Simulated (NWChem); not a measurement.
# propene (C₃H₆)

SMILES: C=CC
```xyz
9

C      0.2514     1.2161     0.0000
C     -0.4594    -0.0966     0.0000
C      0.1256    -1.2953     0.0000
H     -0.0241     1.8172    -0.8830
H     -0.0241     1.8172     0.8830
H      1.3441     1.0885     0.0000
H     -1.5565    -0.0506     0.0000
H      1.2160    -1.3996     0.0000
H     -0.4609    -2.2178     0.0000
```
Charge 0, spin multiplicity 1.

Program: NWChem. Structure: optimised with PBE0/def2-SVP, a minimum by its harmonic frequencies.

The correlated methods keep 3 core orbitals frozen. The stability of the SCF solutions was not checked.

Worked example. At B2PLYP/def2-TZVP the parent has a total energy of -117.82754 Ha and the doublet with one electron less, at the same geometry, -117.46869 Ha. The vertical ionisation energy is their difference.

ΔE = -117.46869 − (-117.82754) = 0.35885 Ha. Times 27.2114 eV/Ha this is 9.76 eV, or 942 kJ/mol; λ = 1239.84/9.76 = 127.0 nm. No relaxation of the ion's geometry and no zero-point term enter.
